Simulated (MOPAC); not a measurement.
MOPAC input (PM6):

```
PM6 1SCF CHARGE=1 GEO-OK AUX(PRECISION=9) THREADS=1
H2ClO

O    -0.02110053 1    1.07219571 1   -0.07455918 1
H    -0.94565317 1    1.39081582 1    0.04769402 1
Cl    0.03136922 1   -0.67222547 1   -0.00316626 1
H     0.58118065 1    1.45945141 1    0.60260595 1
```

From the last part of the output:

```
                                                       MOPAC v23.2.5 Linux

          FINAL HEAT OF FORMATION =        191.07884 KCAL/MOL =     799.47388 KJ/MOL

          COSMO AREA              =         71.07 SQUARE ANGSTROMS
          COSMO VOLUME            =         52.22 CUBIC ANGSTROMS

          IONIZATION POTENTIAL    =         17.465461 EV
          HOMO LUMO ENERGIES (EV) =        -17.465 -9.404
          NO. OF FILLED LEVELS    =          7
          MOLECULAR WEIGHT        =         53.4682         POINT GROUP:  Cs

          MOLECULAR DIMENSIONS (Angstroms)

            Atom       Atom       Distance
            H     4   Cl     3     2.28326
           Cl     3    H     2     1.51943
            H     2    O     1     0.36060

          SCF CALCULATIONS        =          1

   ATOM   CHEMICAL          X               Y               Z
  NUMBER   SYMBOL      (ANGSTROMS)     (ANGSTROMS)     (ANGSTROMS)

     1       O         -0.02110053  *   1.07219571  *  -0.07455918  *
     2       H         -0.94565317  *   1.39081582  *   0.04769402  *
     3      Cl          0.03136922  *  -0.67222547  *  -0.00316626  *
     4       H          0.58118065  *   1.45945141  *   0.60260595  *

                             CARTESIAN COORDINATES

   1    O       -0.021100530     1.072195710    -0.074559180
   2    H       -0.945653170     1.390815820     0.047694020
   3   Cl        0.031369220    -0.672225470    -0.003166260
   4    H        0.581180650     1.459451410     0.602605950

           Empirical Formula: H2 O Cl  =     4 atoms

      MOLECULAR POINT GROUP   :   Cs

                  EIGENVALUES
 -40.42834 -31.59114 -27.88110 -25.10195 -22.38268 -17.64719 -17.46546  -9.40369
  -4.34106  -2.51517  74.62772  74.72678  74.88488  75.87126  75.87457

              NET ATOMIC CHARGES AND DIPOLE CONTRIBUTIONS

  ATOM NO.   TYPE          CHARGE      No. of ELECS.   s-Pop       p-Pop       d-Pop
    1          O          -0.160041        6.1600     1.74579     4.41425
    2          H           0.390084        0.6099     0.60992
    3         Cl           0.379873        6.6201     1.99672     4.60925     0.01417
    4          H           0.390084        0.6099     0.60992
 DIPOLE           X         Y         Z       TOTAL
 POINT-CHG.    -0.646     3.631     1.328     3.920
 HYBRID        -0.096    -0.054     0.271     0.292
 SUM           -0.742     3.578     1.599     3.988

          ATOMIC ORBITAL ELECTRON POPULATIONS

     Atom    s        px        py        pz      x^2-y^2     xz        z^2       yz        xy
    1  O   1.74579   1.41136   1.36745   1.63545
    2  H   0.60992
    3 Cl   1.99672   1.99498   0.61829   1.99597   0.00691   0.00001   0.00235   0.00242   0.00247
    4  H   0.60992

 **********************
 *                    *
 * JOB ENDED NORMALLY *
 *                    *
 **********************

 == MOPAC DONE ==
```

The dipole moment of an ion depends on the origin.
